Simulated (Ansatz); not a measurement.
**Basis-set limit of NH₄O, doublet**

| atom | x (Å) | y (Å) | z (Å) |
| --- | --- | --- | --- |
| N | -1.1842 | 0.0111 | -0.0261 |
| H | -1.4815 | 0.9789 | -0.0261 |
| H | -1.4815 | -0.3912 | 0.8542 |
| H | 0.0528 | 0.0111 | -0.0261 |
| O | 1.1328 | 0.0111 | -0.0261 |
| H | 1.3847 | -0.9289 | -0.0261 |

Connectivity, by distances: NH2 ··· OH, 1 bridging H.

Ansatz 0.2.0, UHF determinant, valence electrons correlated. Energies in eV.

```
       set  X  functions  Hartree–Fock  MP2 correlation  CCSD(T) correlation                                                                                                  time
def2-TZVPP  3        118    -3581.1385         -12.6907             -13.7066       4 s on 1 × NVIDIA H100 80GB HBM3 with 1 thread of AMD EPYC 7R13 Processor (Zen 3) (shared host)
def2-QZVPP  4        234    -3581.3297         -13.6725             -14.6101  10 s on 1 × NVIDIA H100 80GB HBM3 with 1 thread of AMD EPYC 7R13 Processor (Zen 3), on a shared host
```

Hartree–Fock is taken to follow E(X) = E∞ + A·exp(−7.88·√X), correlation E(X) = E∞ + B·X^−2.97.

Task: Work out the CCSD(T) energy at the limit, and how far the shortcut misses it that extrapolates MP2 and adds CCSD(T) minus MP2 from the smaller set.

Result: Hartree–Fock: E∞ = E4 + 0.1377·(E4 − E3) = -3581.3561. Correlation: E∞ = E4 + 0.7407·(E4 − E3) = -15.2793 for CCSD(T) and -14.3997 for MP2. The limit is -3596.6354 eV, 0.696 eV below def2-QZVPP. The shortcut gives a correlation energy of -14.3997 + (-1.0159) = -15.4156, 136 meV lower than the direct value.
